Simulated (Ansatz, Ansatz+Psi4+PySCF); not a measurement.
```xyz
8

C     0.0000    0.0000    0.7622
C     0.0000    0.0000   -0.7622
H     0.0000    1.0190    1.1572
H    -0.8824   -0.5095    1.1572
H     0.8824   -0.5095    1.1572
H     0.0000   -1.0190   -1.1572
H    -0.8824    0.5095   -1.1572
H     0.8824    0.5095   -1.1572
```

Basis set: cc-pVTZ (spherical functions). Frozen core: 2 orbitals. Charge 0, multiplicity 1.

Computed with Ansatz (development build ahead of 0.2.0); each method stands on the lowest determinant of its kind that the runs found. Restricted open shells among the atoms or ions are ROHF, correlated in semicanonical orbitals with singles.

Q: Give the atomization energy at this shape (free ground-state atoms in the same class of orbitals less the molecule, no zero-point energy) of singlet C₂H₆ by RHF-MP2, RHF-CCSD(T), RHF.

A:

```json
{"method": "RHF-MP2", "atomization energy": "2925.5 kJ/mol"}
{"method": "RHF-CCSD(T)", "atomization energy": "2925.3 kJ/mol"}
{"method": "RHF", "atomization energy": "2330.0 kJ/mol"}
```
